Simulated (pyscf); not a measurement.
This saddle point was located with ωB97X-D3(BJ)/def2-SVP in PySCF.

```
Ga
C 1 1.9920
H 2 1.1006 1 110.90
H 2 1.1007 3 108.53 1 -122.05
H 2 1.1025 3 108.92 4 -118.45
H 1 1.7022 2 112.39 3 119.70
C 6 1.4687 1 88.37 2 -91.93
H 7 1.1006 6 110.46 1 -98.32
H 7 1.1023 8 108.95 6 -155.56
H 7 1.1057 8 107.87 9 -114.06
C 6 1.4688 7 174.95 8 -48.49
H 11 1.1006 6 110.44 7 48.52
H 11 1.1023 12 108.94 6 155.56
H 11 1.1057 12 107.87 13 114.05
```
Charge 0, spin multiplicity 2.

Surface: doublet, charge 0. Lowest wavenumbers (cm⁻¹): 1733i, 60, 78, 100, 135.

Problem. Which two sides does it connect, and which bonds change?

Solution. CH₄ + [H₃C–Ga–CH₃]• ⇌ [H₃C–Ga–CH₃]• + CH₄, a concerted two-bond exchange read from left to right: C–H, C–Ga broken and C–Ga, C–H formed. At ωB97M-D3(BJ)/def2-TZVP it lies +47.9 kcal/mol from the left side and +47.9 kcal/mol from the right (each side as separated species at their lowest minima found). At the saddle there is also a short Ga–H contact that neither side keeps. One saddle was located; it need not be the lowest between these sides. Elements up to Kr have no core potential and no relativistic terms here.
